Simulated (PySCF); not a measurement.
## Checking a proposed structure

A compound C4H4N2 gives the data below (simulated from a calculation) and was assigned the structure `c1ccnnc1`.

$^{13}$C{$^{1}$H} NMR (computed): δ 166.4 (CH), 164.4 (CH2), 122.2 (C), 112.0 (CH).

$^{1}$H NMR (600 MHz, computed): δ 7.79 (d, 1H), 7.54 (d, 1H), 7.45 (d, 1H), 6.12 (d, 1H).

PySCF calculation with σ from GIAO-PBE0/pcSseg-1 and coordinates at the GFN2-xTB level; no solvent model, one conformer, non-relativistic Hamiltonian.

Shifts are taken against calculated references (same method and geometry level): $^{1}$H (31.72 ppm), $^{13}$C (186.93 ppm) vs TMS.

Q: Compare with the shifts computed for the proposed structure, pairing carbons in order of shift.

A: Structure with atom numbers: `[cH:1]1[cH:2][cH:3][n:4][n:5][cH:6]1`; H(Xn) means a hydrogen on atom n.

```tsv
atom	computed for proposal	given list	difference
C3	155.9	166.4	-10.5
C6	155.9	164.4	-8.5
C1	129.9	122.2	+7.7
C2	129.9	112.0	+17.9
```

The rms difference is 11.8 ppm and the largest +17.9 ppm at C2 (aromatic CH). The proposal also would give 2 carbon signals, not 4. The carbon types in order of shift don't match either: CH, CH, CH, CH for the proposal against CH, CH2, C, CH in the data. The proposal doesn't fit.

Q: Which isomer fits?

A: SMILES C=N/C=C/C#N.

1. Carbon types of the structure: 1 × C, 2 × CH, 1 × CH2, which accounts for all hydrogens.
2. δC 166.4, 112.0: alkene CH.
3. δC 164.4: C=N carbon.
4. δC 122.2: nitrile carbon; C≡N carbons fall here, among the sp2 signals but without a proton.
5. δH 7.45, 6.12: hydrogen on an alkene CH; olefinic region.

This is the structure that produced the data.

Shifts are as computed. Against solution values, carbons near 30 ppm lie about +3 ppm off and those near 130 ppm about +5 ppm (rms about the fit 2.1 ppm; single classes can miss by 10 ppm). Of 1328 compounds with measured shifts, 309 miss one by over three times the rms of a fit or turn the order of signals round; such compounds aren't used in these exercises. Signals without a measured value on file couldn't be tested in this way; 1H shifts scatter by 0.2 ppm about their fit, and single ones miss by 0.5 ppm. Multiplicities follow the n + 1 count of equivalent neighbours, as no J values were calculated; m marks all less simple cases, F and P coupling included.
